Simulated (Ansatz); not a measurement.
Born–Oppenheimer molecular dynamics of H$_{3}$Si (4 atoms, charge 0, multiplicity 2). It goes on from the last frame of an earlier run, with new velocities.

Level of theory: Ansatz 0.2.0, UKS PBE/def2-SVP.

```json
{
 "ensemble": "NVE (velocity Verlet)",
 "time step": "0.5 fs",
 "steps asked": "266",
 "starting velocities drawn for": "1000 K",
 "masses": "H 3.016 u",
 "seed": "849563"
}
```

First frame:

```xyz
4
Properties=species:S:1:pos:R:3
Si 0.117 -0.093 -0.090
H -1.257 -0.636 -0.741
H -0.209 1.288 0.617
H 0.554 -0.992 1.047
```

Q: How far do the bonds stretch over the last three quarters of this one trajectory? (Pairs bonded in most of those frames.)

A: 
```json
{"bond": "Si1–H2", "mean (Å)": "1.509", "spread (Å)": "0.043", "shortest": "1.43", "longest": "1.58"}
{"bond": "Si1–H3", "mean (Å)": "1.513", "spread (Å)": "0.065", "shortest": "1.41", "longest": "1.61"}
{"bond": "Si1–H4", "mean (Å)": "1.512", "spread (Å)": "0.043", "shortest": "1.44", "longest": "1.58"}
```

Mean temperature of the second half: 815 K. The conserved energy stayed within 0.055 meV per atom of its start (net change -0.0097 meV per atom), so the integration is sound. A run of 0.13 ps of so small a system gives no equilibrium averages.

The run took 2.8 min on 1 thread of Arm Neoverse V1, on a shared host, peak memory 0.17 GiB.
